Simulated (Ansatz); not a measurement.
The input, for Ansatz 0.2.0:

```yaml
crystal:
  periodic: [false, false, false]
  atoms:
    - {symbol: As, position_ang: [0.000000, 0.000000, 0.000000]}
    - {symbol: Na, position_ang: [0.000000, 0.000000, 4.252000]}
basis:
  gaussian: {orbitals: cc-pVTZ}
total_charge: 1
magnetization: {spin_polarized: true, initial_magnetization: 1}
correlation: {method: ccsdt_q, electrons: outside_noble_gas}
```

```sh
$ ansatz run in.yaml --threads 1 --pin off --events-out ev --progress --plain --max-ram 2393MiB
```

(1) Roughly how long does this take on 1 thread of Arm Neoverse N1, shared host, and how much host memory?

```
788 factors; integrals over basis functions are off by at most 1.8e-7 eV
mean field evaluation 1: about -65193.7848 eV, gradient 9.5e0 eV
mean field evaluation 2: about -65193.7880 eV, gradient 9.5e0 eV
mean field evaluation 4: about -65194.2721 eV, gradient 7.7e-1 eV
mean field evaluation 8: about -65194.2819 eV, gradient 5.5e-3 eV
mean field evaluation 16: about -65195.4445 eV, gradient 5.1e-1 eV
mean field evaluation 32: about -65195.4630 eV, gradient 9.3e-2 eV
mean field evaluation 64: about -65176.2083 eV, gradient 2.8e1 eV
mean field evaluation 96: about -65191.2885 eV, gradient 7.4e-5 eV
mean field evaluation 128: about -65195.4392 eV, gradient 1.4e0 eV
mean field evaluation 160: about -65195.4481 eV, gradient 9.5e-1 eV
...
cycle  15  -3.05541948 eV  change   -3.1e-6 eV  update   7.6e-5
cycle  16  -3.05544414 eV  change   -2.5e-5 eV  update   4.6e-5
cycle  17  -3.05544592 eV  change   -1.8e-6 eV  update   1.2e-5
cycle  18  -3.05543971 eV  change    6.2e-6 eV  update   4.1e-6
cycle  19  -3.05543638 eV  change    3.3e-6 eV  update   3.1e-6
cycle  20  -3.05543680 eV  change   -4.3e-7 eV  update   1.8e-6
cycle  21  -3.05543664 eV  change    1.6e-7 eV  update   1.8e-6
cycle  22  -3.05543671 eV  change   -6.7e-8 eV  update   1.5e-6
cycle  23  -3.05543707 eV  change   -3.5e-7 eV  update   1.9e-7
cycle  24  -3.05543721 eV  change   -1.4e-7 eV  update   3.1e-7
WARN: the amplitudes ended 0.645 eV above the screening CCSD of this reference; a lower solution may exist
Total energy: -65197.25221531 eV, -2395.9548266278 hartree
```

## Answers

(1) 2.7 min wall and 0.39 GiB.
